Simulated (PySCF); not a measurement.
A side-by-side comparison of computed properties.

First species: C₃H₉O (charge +1).
InChI=1S/C3H9O/c1-4(2)3/h1-3H3/q+1

Second species: BH2Et, C₂H₇B.
SMILES: `[H]B([H])CC`

Levels: CAM-B3LYP/def2-SVPD for HOMO energy, LUMO energy, HOMO–LUMO gap, static isotropic polarisability and electronic spatial extent ⟨r²⟩ about the centre of nuclear charge; TDDFT CAM-B3LYP/def2-SVPD for lowest singlet excitation; TDA CAM-B3LYP/def2-SVPD for lowest triplet excitation (Tamm–Dancoff). Geometries: PBE0-D3(BJ)/def2-SVP. Each structure is a single optimised conformer of the isolated species, non-relativistic unless stated; the electronic structure was computed with PySCF and density fitting.

```json
{"property": "HOMO energy", "column X": "-16.51 eV", "column Y": "-10.25 eV"}
{"property": "LUMO energy", "column X": "-3.62 eV", "column Y": "-0.23 eV"}
{"property": "HOMO–LUMO gap", "column X": "12.89 eV", "column Y": "10.02 eV"}
{"property": "lowest singlet excitation", "column X": "8.91 eV", "column Y": "5.74 eV"}
{"property": "lowest triplet excitation (Tamm–Dancoff)", "column X": "8.25 eV", "column Y": "5.09 eV"}
{"property": "static isotropic polarisability", "column X": "39.1 au", "column Y": "41.5 au"}
{"property": "electronic spatial extent ⟨r²⟩ about the centre of nuclear charge", "column X": "309 bohr²", "column Y": "211 bohr²"}
```

Task: Which column belongs to which species?

Result: Column X is the first species and column Y the second. The first has 13 atoms and 34 electrons, the second 10 and 24; their charges are +1 and 0, their HOMO energies -16.51 eV and -10.25 eV.

Task: How does each property change from the first species to the second?

Result: HOMO energy +6.26 eV; LUMO energy +3.39 eV; HOMO–LUMO gap -2.87 eV; lowest singlet excitation -3.17 eV; lowest triplet excitation (Tamm–Dancoff) -3.16 eV; static isotropic polarisability +2.4 au; electronic spatial extent ⟨r²⟩ about the centre of nuclear charge -98 bohr².

On the first: S1 lies 3.98 eV below the HOMO–LUMO gap; its leading configuration is HOMO→LUMO, weight 0.89. No computed singlet falls in the visible range (750 to 380 nm, 1.65 to 3.26 eV); S1 lies 5.65 eV above its blue end.

On the second: The vertical singlet–triplet gap S1 − T1 is 0.65 eV (TDDFT singlet less Tamm–Dancoff triplet; S1: HOMO−1→LUMO, weight 0.76; T1: HOMO−1→LUMO, weight 0.77). No computed singlet falls in the visible range (750 to 380 nm, 1.65 to 3.26 eV); S1 lies 2.48 eV above its blue end.
